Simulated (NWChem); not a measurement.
Species: chlorine (Cl₂); SMILES ClCl

Program: NWChem. Pople sets run with spherical d functions. The level has its own optimisation; frequencies are unscaled.

Estimate the computed values for Hartree-Fock/6-31G*. Quantities: r Cl–Cl (Å); highest harmonic frequency (cm⁻¹); zero-point energy (kcal/mol).


```yaml
r Cl–Cl (Å): 1.992
highest harmonic frequency (cm⁻¹): 594
zero-point energy (kcal/mol): 0.8
```
